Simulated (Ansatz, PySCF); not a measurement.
System: SiH3, net charge 0, doublet state. SMILES: [SiH3]
Geometry: optimised at B3LYP-D3(BJ)/def2-TZVP (Ansatz, an electronic-structure program).


Quantity: enthalpy of formation at 298 K (from the atomisation energy, B3LYP-D3(BJ)/def2-TZVP harmonic zero-point and thermal terms from PySCF, and the atoms' enthalpies of formation in the G2/97 table, which holds older values for B and Si; no spin-orbit terms, and no core term in the frozen-core levels), in eV. Valence correlation only, unless marked. Open shells are spin-unrestricted. Spin-orbit coupling is left out. Non-relativistic. The coupled-cluster limit lacks core correlation, which all-electron functionals hold. Basis-set limits of correlation are two-point, X^-3; Hartree-Fock from the larger set. The bracket is a focal-point correction in the basis named.

| level | program | enthalpy of formation at 298 K (eV) | minus last row |
|---|---|---|---|
| PBE0/STO-3G | Ansatz | -1.71 | -3.66 |
| PBE0/def2-TZVPD | Ansatz | 2.16 | 0.21 |
| wB97X/def2-TZVPD | Ansatz | 1.96 | 0.01 |
| MP2/def2-TZVPP | Ansatz | 2.39 | 0.44 |
| SCS-MP2/aug-cc-pV(D+d)Z | Ansatz | 2.60 | 0.65 |
| CCSD/aug-cc-pV(T+d)Z | Ansatz | 2.17 | 0.22 |
| RI-MP2/CBS(cc-pV(T+d)Z,cc-pV(Q+d)Z)+[CCSD(T)-MP2]/cc-pV(D+d)Z | Ansatz | 1.96 | 0.01 |
| RI-MP2/CBS(def2-TZVPP,def2-QZVPP)+[CCSD(T)-MP2]/def2-QZVPP | Ansatz | 1.96 | 0.01 |
| CCSD(T)/CBS(def2-TZVPP,def2-QZVPP) | Ansatz | 1.95 | 0.00 |
| CCSD(T)/CBS(def2-TZVPPD,def2-QZVPPD) | Ansatz | 1.95 | 0.00 |
